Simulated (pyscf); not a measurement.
`[SiH3][AsH][SiH3]` + `[OH2]` -> `[OH][SiH2][AsH][SiH3]` + `[H][H]` (four-centre exchange; singlet surface; H–Si, H–O broken, O–Si, H–H formed). PySCF, gas phase, ωB97X-D3(BJ)/def2-SVP geometries. Energies in kcal/mol from the separated reactants.

| level | barrier | reaction energy |
|---|---|---|
| ωB97X-D3(BJ)/def2-TZVP | 35.2 | -16.3 |
| r²SCAN/def2-TZVP | 31.3 | -16.9 |
| PBE0-D3(BJ)/def2-TZVP | … | -14.3 |
| M06-2X/def2-TZVP | 35.2 | -18.2 |
| ωB97M-D3(BJ)/def2-TZVP | 34.8 | -15.8 |
| HF/def2-TZVP | … | … |

Complete the blanks.


- PBE0-D3(BJ)/def2-TZVP, barrier: 32.4
- HF/def2-TZVP, barrier: 54.1
- HF/def2-TZVP, reaction energy: -13.6

The functionals in the table span 3.9 kcal/mol in this barrier, from r²SCAN to ωB97X-D3(BJ)/def2-TZVP. HO–SiH₂–AsH–SiH₃ lies 16.7 kcal/mol over its isomer H₃Si–O–SiH₂–AsH₂ (electronic energy, ωB97M-D3(BJ)/def2-TZVP). One saddle was located; it need not be the lowest between these sides. Elements up to Kr have no core potential and no relativistic terms here.
